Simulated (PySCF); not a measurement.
**Oxygen: a sound run and one with changed settings**

Sound run: O [He] 2s2 2p4, O⁺ [He] 2s2 2p3. Computed with PySCF 2.14 in x2c-TZVPall (5s3p2d1f, 31 functions), with the spin-free X2C one-electron Hamiltonian (Gaussian nucleus). In the sound run the correlated levels freeze 1s2. The sound run starts from symmetry-adapted Hartree-Fock orbitals and uses a fine grid where one is needed.

Changed run: initial guess sap, at most 50 SCF cycles.

```tsv
species	method	sound run (hartree)	changed run (hartree)	converged
O	UHF	-74.86787	-74.86787	yes
O	PBE0	-75.07176	-75.07176	yes
O	CCSD(T)	-75.02909	-75.02909	yes
O⁺	MN15	-74.57964	-74.57964	yes
O⁺	MP2	-74.52274	-74.52274	yes
```

Here the plain start reaches the same solutions.
